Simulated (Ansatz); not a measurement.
Reaction (SMILES): OCl (OH-Cl) + H+ → [OH2+]Cl
B3LYP-D3(BJ)/def2-TZVP geometries, fixed; electronic energies without zero-point terms; positive where energy is released.
Largest species:
```
O
H 1 0.9855
H 1 0.9855 2 111.16
Cl 1 1.7467 2 110.24 3 122.56
```
Charge +1, spin multiplicity 1.

Basis-set convergence of the proton affinity at B3LYP with Ansatz (an electronic-structure program). All functions are spherical. The program fits the integrals of some runs and decomposes those of others, by size. The proton sits at the site shown, which need not be the one that binds it best. No added dispersion term, no relativity. Functions are those of the species that has most. Reference: the value in pcseg-4, 159.07 kcal/mol, itself unsure by roughly 0.07 kcal/mol (its mean distance from aug-pcseg-3, aug-cc-pV(Q+d)Z, cc-pV(5+d)Z). Deviations are taken from unrounded values.

```csv
basis,functions,proton affinity (kcal/mol),minus reference (kcal/mol)
pcseg-0,26,161.94,2.87
def2-SV(P),36,158.24,-0.83
def2-SVP,42,163.94,4.87
pcseg-1,42,156.37,-2.70
aug-cc-pV(D+d)Z,73,157.49,-1.58
def2-TZVP,80,158.85,-0.22
pcseg-2,92,158.97,-0.10
def2-TZVPP,101,159.69,0.62
jun-cc-pV(T+d)Z,115,158.67,-0.40
aug-cc-pV(T+d)Z,147,158.74,-0.33
def2-QZVPP,187,159.27,0.20
pcseg-3,190,159.08,0.01
aug-cc-pV(Q+d)Z,261,159.02,-0.06
pcseg-4,328,159.07,0.00
```

The smallest set listed that lies within 2 kcal/mol of the reference with all its larger relatives (same family, alike in diffuse functions; a set with none counts only in the reference's own line) is aug-cc-pV(D+d)Z (73 functions, -1.58 kcal/mol off). Inside the window by cancellation, since a larger relative falls out: def2-SV(P).
